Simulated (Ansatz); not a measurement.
**SiH2+ (doublet): wave-function methods side by side, def2-QZVPP**

One table from this session's results is given with a row withheld; the runs are named, their logs left out.

Computed with Ansatz 0.2.0, Gaussian basis. Level: def2-QZVPP, core rule «outside noble gas», up to 5 orbitals frozen.

The runs, in order: UHF; ROHF; CCSD(T) on UHF.

2 further runs of the same task are left out: 2 set aside as unsound or not needed.

## The geometry

The geometry is a PBE0/def2-TZVP stationary point (not a proven minimum) of the parent state, kept for this charge and spin.

3 atoms, charge 1, spin multiplicity 2.

Atoms are counted from 1 here; the program's logs count them from 0.

Bond lengths: Si1–H2 1.526 Å, Si1–H3 1.526 Å. Angles: H2–Si1–H3 91.2°.

Geometry (Å):

```xyz
3
charge 1, multiplicity 2
Si    0.0000   -0.0715    0.0000
H     0.0000    0.9958   -1.0900
H     0.0000    0.9958    1.0900
```

Set-up of the first run:

in.yaml

```yaml
crystal:
  periodic: [false, false, false]
  atoms:
    - {symbol: Si, position_ang: [0.000000, -0.071477, 0.000000]}
    - {symbol: H, position_ang: [0.000000, 0.995827, -1.090012]}
    - {symbol: H, position_ang: [0.000000, 0.995827, 1.090012]}
basis:
  gaussian: {orbitals: "def2-QZVPP.json"}
total_charge: 1
magnetization: {spin_polarized: true, initial_magnetization: 1}
hamiltonian: {xc: hf}
output: {orbitals: {seedname: orbitals}}
```

Launch:

```sh
$ ansatz run in.yaml --threads 1 --pin off --events-out ev --progress --plain --max-ram 4096MiB --backend cpu
```

Steps of the session up to this table: UHF; ROHF; CCSD(T) on UHF.

One table of the session follows, with a row left open; its other results are not shown here.

It belongs to the step «Misses and costs». 

```
  method  from UCCSD(T) (kcal/mol)
    ROHF                         ?
     UHF                    +66.23
    UMP2                    +14.25
   UCCSD                     +1.58
UCCSD(T)                         0
```

Estimate the missing values for ROHF.

As computed: from UCCSD(T) (kcal/mol): +67.76. In the column «from UCCSD(T) (kcal/mol)» it is the highest.
